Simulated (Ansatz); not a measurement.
Cost and result for the atomization energy of C2H6OS, SMILES `COCS` (10 atoms, 9 bonds).

```json
{"atom": "C1", "x (Å)": "0.205", "y (Å)": "-0.368", "z (Å)": "-1.253"}
{"atom": "O2", "x (Å)": "0.126", "y (Å)": "0.868", "z (Å)": "-0.593"}
{"atom": "C3", "x (Å)": "0.134", "y (Å)": "0.769", "z (Å)": "0.790"}
{"atom": "S4", "x (Å)": "-1.360", "y (Å)": "0.046", "z (Å)": "1.548"}
{"atom": "H5", "x (Å)": "0.283", "y (Å)": "-0.159", "z (Å)": "-2.319"}
{"atom": "H6", "x (Å)": "1.091", "y (Å)": "-0.935", "z (Å)": "-0.932"}
{"atom": "H7", "x (Å)": "-0.691", "y (Å)": "-0.974", "z (Å)": "-1.073"}
{"atom": "H8", "x (Å)": "1.002", "y (Å)": "0.204", "z (Å)": "1.150"}
{"atom": "H9", "x (Å)": "0.185", "y (Å)": "1.786", "z (Å)": "1.178"}
{"atom": "H10", "x (Å)": "-0.975", "y (Å)": "-1.238", "z (Å)": "1.502"}
```

The species carries charge 0 and has multiplicity 1. All single points use the PBE0-D4/def2-TZVP geometry. It is one conformer, not always the lowest. Program: Ansatz. Hardware: A = 2 threads of an AMD EPYC 7R13 on a shared host; B = 2 threads of an AMD EPYC 7R13 on a shared host and a share of an NVIDIA H100 80 GB. Times are those of one run each, without the atoms' runs, and a repeat can differ threefold. Electronic energies, without spin–orbit coupling; frozen cores. CCSD(T)/CBS extrapolates def2-TZVPP and def2-QZVPP, and its time is that of the two runs behind it. T1 = 0.011. B3LYP takes the VWN-RPA correlation (the form of Gaussian; ORCA's B3LYP/G).

CCSD(T)/CBS is a level of theory with its own doubt, some kJ/mol a heavy atom from the limit and from the frozen cores, so smaller differences don't rank the functionals.

```json
{"level": "PBE-D4/def2-TZVPP (with forces) [A]", "functions": "219", "wall time": "2.9 s"}
{"level": "PBE0-D4/def2-TZVPP [A]", "functions": "219", "wall time": "3.2 s"}
{"level": "CCSD(T)/def2-TZVPP [B]", "functions": "219", "wall time": "3.5 s"}
{"level": "B3LYP-D4/def2-TZVPP (with forces) [A]", "functions": "219", "wall time": "4.8 s"}
{"level": "r2SCAN-D4/def2-TZVPP (with forces) [A]", "functions": "219", "wall time": "4.8 s"}
{"level": "B2PLYP/def2-TZVPP [A]", "functions": "219", "wall time": "6.5 s"}
{"level": "ωB97X-V/def2-TZVPP [A]", "functions": "219", "wall time": "8 s"}
{"level": "ωB97M-V/def2-TZVPP (with forces) [A]", "functions": "219", "wall time": "11 s"}
{"level": "CCSD(T)/def2-QZVPP [B]", "functions": "421", "wall time": "13 s"}
{"level": "CCSD(T)/CBS(def2)", "functions": "–", "wall time": "17 s"}
```

**Question.** What atomization energy does each give, and how far from CCSD(T)/CBS? (Estimate.)

**Answer.** Ansatz gave: 
| level | atomization (kcal/mol) | difference from CCSD(T)/CBS | per bond |
| --- | --- | --- | --- |
| PBE-D4/def2-TZVPP (with forces) [A] | 878.1 | 20.6 | 2.3 |
| PBE0-D4/def2-TZVPP [A] | 860.5 | 3.0 | 0.3 |
| CCSD(T)/def2-TZVPP [B] | 835.9 | -21.6 | -2.4 |
| B3LYP-D4/def2-TZVPP (with forces) [A] | 857.6 | 0.1 | 0.0 |
| r2SCAN-D4/def2-TZVPP (with forces) [A] | 860.4 | 2.9 | 0.3 |
| B2PLYP/def2-TZVPP [A] | 847.8 | -9.7 | -1.1 |
| ωB97X-V/def2-TZVPP [A] | 860.6 | 3.1 | 0.3 |
| ωB97M-V/def2-TZVPP (with forces) [A] | 861.9 | 4.4 | 0.5 |
| CCSD(T)/def2-QZVPP [B] | 848.7 | -8.8 | -1.0 |
| CCSD(T)/CBS(def2) | 857.5 | 0.0 | 0.0 |

In def2-TZVPP, CCSD(T) changes the Hartree–Fock value by +225.6 kcal/mol (the triples alone add +13.2 kcal/mol) and MP2 by +236.6 kcal/mol; breaking electron pairs costs correlation energy, which Hartree–Fock lacks. From PBE to PBE0 (25 % exact exchange), in def2-TZVPP and without D4, the atomization energy moves by −16.9 kcal/mol: exact exchange takes away binding that semilocal exchange gives to molecules. The D4 term adds +6.5 kcal/mol with B3LYP and +3.4 kcal/mol with PBE0; it sums over pairs of atoms, weighted by their polarisabilities, and B3LYP, whose exchange is more repulsive, gets the larger term.
